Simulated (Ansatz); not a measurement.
Relaxation of C2H2O2 (6 atoms, charge 0, multiplicity 1), to a largest force component of 0.02 eV/Å in at most 50 steps.

Theory: Ansatz 0.2.0, RKS PBE-D4/def2-SVP.

```xyz
6
Properties=species:S:1:pos:R:3:forces:R:3
O 0.802 -2.166 0.657 0.51 0.57 -0.31
C 0.456 -1.041 0.291 2.96 -2.48 -0.91
C 0.131 0.161 -0.118 5.01 -2.62 0.19
O -1.052 0.611 0.003 -6.99 6.18 -1.73
H -0.514 -0.634 0.577 -1.61 -1.30 2.52
H -1.172 1.527 -0.336 0.12 -0.36 0.24
```

**Question.** Where does it end, and by what steps?

**Answer.** It converged. After 14 steps the energy has fallen by 4.511 eV; H5 moved furthest, 1.13 Å. Parted: C2–H5.

```csv
step,energy less start (eV),largest force component (eV/Å),accepted
0,0.0000,6.986,yes
1,-1.1423,2.109,yes
2,-1.9735,2.297,yes
3,-2.4168,3.543,yes
4,-3.0970,2.469,yes
5,-3.7913,1.857,yes
6,-4.1508,3.453,yes
7,-4.2100,2.425,yes
8,-4.4566,0.625,yes
9,-4.3014,2.614,no
10,-4.4865,0.624,yes
11,-4.5001,0.394,yes
12,-4.5063,0.281,yes
13,-4.5103,0.173,yes
14,-4.5109,0.014,yes
```

```xyz
6
Properties=species:S:1:pos:R:3
O 1.164 -2.050 -0.094
C 0.419 -1.175 0.166
C -0.443 -0.201 0.478
O -1.082 0.533 -0.511
H -0.716 -0.079 1.543
H -0.691 1.428 -0.509
```

Run time: 8.4 s on 1 thread of AMD EPYC 9R45 96-Core Processor (Zen 5), with other jobs on the host, peak memory 0.12 GiB.
